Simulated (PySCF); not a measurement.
Fractional electron number in N (nitrogen, neutral)

The 2p alpha orbital of [He] 2s2 2p3 is emptied in steps (occupation f), with all orbitals relaxed, ending at [He] 2s2 2p2. Calculation: PySCF 2.14, in aug-cc-pVTZ (5s4p3d2f, 46 functions); no relativity, point nucleus. The exact energy is a straight line in f; departures are measured from the line between the end points of the same method.

```
  f  UHF (eV)  LDA (eV)  PBE (eV)  PBE0 (eV)  r2SCAN (eV)  LC-wPBE (eV)  BHandHLYP (eV)  wB97X (eV)  r2SCAN0 (eV)  BLYP (eV)
  1     0.000     0.000     0.000      0.000        0.000         0.000           0.000       0.000         0.000      0.000
0.8     0.251    -1.070    -1.039     -0.723       -0.947        -0.265          -0.406      -0.305        -0.655     -1.038
0.6     0.362    -1.624    -1.572     -1.091       -1.417        -0.401          -0.613      -0.459        -0.979     -1.569
0.4     0.350    -1.640    -1.581     -1.094       -1.411        -0.402          -0.617      -0.456        -0.973     -1.578
0.2     0.225    -1.102    -1.057     -0.729       -0.937        -0.266          -0.413      -0.297        -0.646     -1.055
  0     0.000     0.000     0.000      0.000        0.000         0.000           0.000       0.000         0.000      0.000
```

For PBE0, how does the orbital energy at f = 1 compare with the removal energy?

−ε = 10.216 eV against a total-energy difference of 14.706 eV. By Janak's theorem ε = ∂E/∂f, so the gap between them reflects the curvature. Along the path −ε is 11.970 (f = 0.8), 13.774 (f = 0.6), 15.608 (f = 0.4), 17.446 (f = 0.2) eV.

```tsv
method	E(f=0) − E(f=1) (eV)	−ε at f=1 (eV)	−ε at f=0.4 (eV)
UHF	13.897	15.531	13.545
LDA	15.010	8.407	16.302
PBE	14.734	8.304	16.017
PBE0	14.706	10.216	15.608
r2SCAN	14.812	8.899	16.023
LC-wPBE	14.880	13.249	15.220
BHandHLYP	14.442	11.930	14.943
wB97X	14.567	12.684	14.979
r2SCAN0	14.760	10.664	15.598
BLYP	14.503	8.082	15.783
```

Reference removal energy between the ground levels: 14.534 eV (measured; NIST Atomic Spectra Database, ionization energies). The calculation has no spin-orbit coupling. UHF lacks correlation.
